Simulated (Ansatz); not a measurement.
Molecular dynamics, step by step

SiNH₅F (charge -1), singlet, CAM-B3LYP-D4/def2-SVP (Ansatz 0.2.0). Settings (timestep in fs, temperature in K; T counts 18 degrees of freedom):

```yaml
hamiltonian: {xc: {name: CAM-B3LYP}, dispersion: d4}
md: {n_steps: 60, timestep: 0.75, temperature: 1000, ensemble: nvt_nose_hoover, seed: 230, initial_velocities: maxwell_boltzmann}
```

Start:

```
8
angstrom
F -0.2845 -0.6333 -1.6595
Si -0.4091 -0.4193 0.0681
N 0.9457 0.7079 -0.0255
H -1.8689 -0.0186 -0.0940
H -0.2036 -1.9110 0.2608
H -0.4633 -0.1711 1.6369
H 1.1995 1.0935 -0.9212
H 1.0842 1.3518 0.7344
```

```json
{"step": "0", "time (fs)": "0.00", "potential energy less the start (meV)": "0.0", "kinetic energy (meV)": "775.6", "T (K)": "1000"}
{"step": "4", "time (fs)": "3.00", "potential energy less the start (meV)": "172.2", "kinetic energy (meV)": "606.9", "T (K)": "783"}
{"step": "8", "time (fs)": "6.00", "potential energy less the start (meV)": "414.5", "kinetic energy (meV)": "367.4", "T (K)": "474"}
{"step": "12", "time (fs)": "9.00", "potential energy less the start (meV)": "471.5", "kinetic energy (meV)": "306.6", "T (K)": "395"}
{"step": "16", "time (fs)": "12.00", "potential energy less the start (meV)": "581.9", "kinetic energy (meV)": "200.0", "T (K)": "258"}
{"step": "20", "time (fs)": "15.00", "potential energy less the start (meV)": "561.9", "kinetic energy (meV)": "221.7", "T (K)": "286"}
{"step": "24", "time (fs)": "18.00", "potential energy less the start (meV)": "374.4", "kinetic energy (meV)": "406.6", "T (K)": "524"}
{"step": "28", "time (fs)": "21.00", "potential energy less the start (meV)": "379.3", "kinetic energy (meV)": "408.3", "T (K)": "526"}
{"step": "32", "time (fs)": "24.00", "potential energy less the start (meV)": "395.0", "kinetic energy (meV)": "394.2", "T (K)": "508"}
{"step": "36", "time (fs)": "27.00", "potential energy less the start (meV)": "398.1", "kinetic energy (meV)": "393.0", "T (K)": "507"}
{"step": "40", "time (fs)": "30.00", "potential energy less the start (meV)": "401.8", "kinetic energy (meV)": "396.2", "T (K)": "511"}
{"step": "44", "time (fs)": "33.00", "potential energy less the start (meV)": "325.0", "kinetic energy (meV)": "473.0", "T (K)": "610"}
{"step": "48", "time (fs)": "36.00", "potential energy less the start (meV)": "434.6", "kinetic energy (meV)": "369.9", "T (K)": "477"}
{"step": "52", "time (fs)": "39.00", "potential energy less the start (meV)": "451.5", "kinetic energy (meV)": "359.1", "T (K)": "463"}
{"step": "56", "time (fs)": "42.00", "potential energy less the start (meV)": "397.1", "kinetic energy (meV)": "414.2", "T (K)": "534"}
{"step": "60", "time (fs)": "45.00", "potential energy less the start (meV)": "482.2", "kinetic energy (meV)": "337.3", "T (K)": "435"}
```

Step 20, positions (Å) and forces (eV/Å):

```tsv
atom	x	y	z	Fx	Fy	Fz
F1	-0.280	-0.587	-1.591	0.445	-0.394	-1.631
Si2	-0.446	-0.475	0.049	-0.296	1.241	0.295
N3	1.042	0.760	-0.028	-0.508	0.315	-1.735
H4	-2.003	-0.135	-0.190	0.602	-0.086	0.141
H5	-0.269	-2.002	0.268	0.225	0.346	-0.087
H6	-0.668	-0.227	1.498	0.256	0.299	1.180
H7	1.198	0.940	-1.071	-0.224	-0.402	1.788
H8	1.102	1.720	0.391	-0.501	-1.319	0.049
```

Step 36, positions (Å) and forces (eV/Å):

```json
{"atom": "F1", "x": "-0.244", "y": "-0.578", "z": "-1.657", "Fx": "-0.850", "Fy": "-0.450", "Fz": "0.118"}
{"atom": "Si2", "x": "-0.459", "y": "-0.448", "z": "0.086", "Fx": "2.172", "Fy": "0.628", "Fz": "-0.152"}
{"atom": "N3", "x": "1.007", "y": "0.691", "z": "-0.054", "Fx": "-1.063", "Fy": "0.240", "Fz": "0.485"}
{"atom": "H4", "x": "-1.976", "y": "-0.134", "z": "-0.015", "Fx": "0.437", "Fy": "-0.192", "Fz": "-0.124"}
{"atom": "H5", "x": "-0.005", "y": "-1.907", "z": "0.278", "Fx": "-0.579", "Fy": "0.270", "Fz": "0.173"}
{"atom": "H6", "x": "-0.435", "y": "-0.053", "z": "1.738", "Fx": "-0.310", "Fy": "-0.343", "Fz": "-0.902"}
{"atom": "H7", "x": "1.263", "y": "0.905", "z": "-1.041", "Fx": "-0.642", "Fy": "0.087", "Fz": "1.004"}
{"atom": "H8", "x": "0.687", "y": "1.519", "z": "0.485", "Fx": "0.836", "Fy": "-0.241", "Fz": "-0.603"}
```

Step 48, positions (Å) and forces (eV/Å):

| atom | x | y | z | Fx | Fy | Fz |
| --- | --- | --- | --- | --- | --- | --- |
| F1 | -0.247 | -0.591 | -1.713 | -0.403 | -0.234 | 0.910 |
| Si2 | -0.409 | -0.404 | 0.109 | -1.137 | -2.238 | -1.469 |
| N3 | 0.924 | 0.623 | -0.028 | 1.754 | 4.077 | -0.835 |
| H4 | -1.890 | -0.206 | -0.023 | -0.430 | 0.270 | -0.265 |
| H5 | -0.139 | -1.843 | 0.435 | 0.045 | -0.464 | -0.334 |
| H6 | -0.445 | -0.116 | 1.586 | -0.291 | 0.383 | 1.271 |
| H7 | 1.056 | 0.971 | -1.012 | -0.091 | -0.689 | 1.166 |
| H8 | 0.754 | 1.485 | 0.548 | 0.554 | -1.104 | -0.444 |

Last step (60):

```json
{"atom": "F1", "x (Å)": "-0.2661", "y (Å)": "-0.6128", "z (Å)": "-1.7322"}
{"atom": "Si2", "x (Å)": "-0.3861", "y (Å)": "-0.4131", "z (Å)": "0.1063"}
{"atom": "N3", "x (Å)": "0.9125", "y (Å)": "0.6735", "z (Å)": "-0.0097"}
{"atom": "H4", "x (Å)": "-1.8953", "y (Å)": "-0.1237", "z (Å)": "-0.1719"}
{"atom": "H5", "x (Å)": "-0.2877", "y (Å)": "-1.9105", "z (Å)": "0.3773"}
{"atom": "H6", "x (Å)": "-0.6314", "y (Å)": "-0.0403", "z (Å)": "1.8141"}
{"atom": "H7", "x (Å)": "0.9100", "y (Å)": "0.9393", "z (Å)": "-1.0333"}
{"atom": "H8", "x (Å)": "1.1230", "y (Å)": "1.3989", "z (Å)": "0.7161"}
```

The run took about 61 s on 2 CPU threads of an Arm Neoverse V2 (shared host).
